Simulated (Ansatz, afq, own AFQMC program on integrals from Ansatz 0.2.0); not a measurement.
Two steps: Ansatz 0.2.0 writes the Fock matrix and Cholesky factors of the valence space, and afq projects on them the lowest state that overlaps trial and start.

```yaml
crystal:
  periodic: [false, false, false]
  atoms:
    - {symbol: Al, position_ang: [0.000000, 0.000000, 0.000000]}
    - {symbol: H, position_ang: [0.000000, 0.000000, 4.426000]}
basis:
  gaussian: {orbitals: cc-pVTZ}
magnetization: {spin_polarized: true, initial_magnetization: 2}
correlation: {method: ccsd_t, electrons: outside_noble_gas, hamiltonian_folder: ham}
```

```sh
$ ansatz run in.yaml --threads 1 --pin off --events-out ev --progress --plain --max-ram 24576MiB --backend cuda --devices 0, --max-vram 18GiB
```

afq runs on the folder ham with

```
--method phaseless --trial cisd --walkers 4000 --populations 20 --least-time 60 --time-step 0.005 --steps-per-block 50 --equilibration-blocks 40 --max-blocks 4000 --target-error 0.00024 --factor-cut 1e-05 --start spin_pure --seed 2102 --release-times 0.24,0.51,0.99,1.62,2.4 --release-step 0.03 --release-every 3 --taylor-order 6
```

Times are imaginary, in 1/Eh. The walk had a cap of 129 s. With eight or more populations the least sampling time is a fifth of least-time, and the error comes from their spread.

Log:

```
orbitals 43  electrons 3 1  factors 257 of 283
reference energy -242.37886577 Eh
CCSD correlation -0.05111176 Eh in 10 cycles, weight of the determinant in the CISD state 0.9309
energy of the start -242.429938 Eh
 block  time / (1/Eh)  mean weight  energy / Eh
     1     0.250  0.9999  -242.429999
     2     0.500  0.9999  -242.430121
     3     0.750  0.9999  -242.430274
     4     1.000  0.9999  -242.430424
     5     1.250  1.0000  -242.430575
     7     1.750  0.9999  -242.430788
     9     2.250  1.0000  -242.431015
    11     2.750  1.0000  -242.431208
    15     3.750  1.0000  -242.431372
    19     4.750  1.0000  -242.431370
    23     5.750  1.0000  -242.431518
    27     6.750  0.9999  -242.431509
    31     7.750  1.0001  -242.431494
    35     8.750  1.0000  -242.431540
    39     9.750  1.0000  -242.431568
    41    10.250  0.9999  -242.431616
    43    10.750  1.0000  -242.431395
    47    11.750  1.0001  -242.431451
    51    12.750  1.0000  -242.431312
    55    13.750  0.9999  -242.431524
    59    14.750  1.0001  -242.431545
    63    15.750  1.0003  -242.431499
    67    16.750  0.9999  -242.431328
    71    17.750  0.9999  -242.431163
    75    18.750  0.9998  -242.431379
    79    19.750  1.0000  -242.431386
    83    20.750  1.0000  -242.431437
    87    21.750  1.0000  -242.431438
    89    22.250  0.9999  -242.431365
error from the spread of 20 populations
released: time / (1/Eh)  energy / Eh  error  mean overlap
  0.24  -242.431458  0.000025  0.9988
  0.51  -242.431511  0.000022  0.9981
  0.99  -242.431552  0.000019  0.9979
  1.62  -242.431579  0.000017  0.9949
  2.40  -242.431603  0.000024  0.9907
energy -242.431426 +/- 0.000026 Eh
(rows thinned)
```

The run passed its tests (sampling time, drift between the halves within three errors, error under three times the target), which doesn't prove that it has relaxed.

Against this walk (error 0.7 meV) on the same determinant: CCSD(T) 8.1 meV higher, CCSDT(Q) 4.8 meV lower, full CI 4.8 meV lower. The error is statistical and leaves out the bias of the constraint. Released to 2.40 1/Eh the energy lies 4.8 ± 0.9 meV (both errors) below the phaseless value, which shows part or all of the bias of the constraint, and full CI lies 0.0 meV above the released value.

Cautions: constraint bias not in the error; lower spins were not checked.

The walk took 32 s on 1 × NVIDIA H100 80GB HBM3 with 2 threads of AMD EPYC 7R13 Processor (Zen 3) (shared host) (the card was shared). The log's last line is the phaseless energy.

CCSDT and higher add their correlation energy to the determinant of the CCSD(T) run, since their own runs factorise the integrals more tightly (a shift of under 2 meV). A walk keeps the symmetry of its determinant, which the program's search chose and which needn't be the lowest solution, so a lower state of the same spin and another symmetry isn't excluded.
